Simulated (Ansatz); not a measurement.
# AlHP: the cost of one run

The runs use Ansatz 0.2.0, Gaussian basis; def2-TZVPP, core rule «outside noble gas», up to 10 orbitals frozen.

To be run: UHF; ROHF; CCSD(T) on UHF.

## 1. The system

The geometry is a PBE0/def2-TZVP stationary point (not a proven minimum) of the parent state, kept for this charge and spin.

3 atoms, charge 0, spin multiplicity 2.

Atoms are counted from 1 here; the program's logs count them from 0.

Bond lengths: Al1–P2 2.392 Å, P2–H3 1.430 Å. Angles: Al1–P2–H3 98.4°.

## 2. UHF

File in.yaml:

```yaml
crystal:
  periodic: [false, false, false]
  atoms:
    - {symbol: Al, position_ang: [0.000000, 0.034843, 1.300562]}
    - {symbol: P, position_ang: [0.000000, -0.073644, -1.088657]}
    - {symbol: H, position_ang: [0.000000, 1.330368, -1.360548]}
basis:
  gaussian: {orbitals: def2-TZVPP}
magnetization: {spin_polarized: true, initial_magnetization: 1}
hamiltonian: {xc: hf}
output: {orbitals: {seedname: orbitals}}
```

Launch:

```
ansatz run in.yaml --threads 1 --pin off --events-out ev --progress --plain --max-ram 2816MiB --backend cpu
```

**Question.** How long does this run take on 1 thread of AMD EPYC 7R13, shared host, and how much memory does it need?

About 12 s, with a peak of 0.25 GiB.
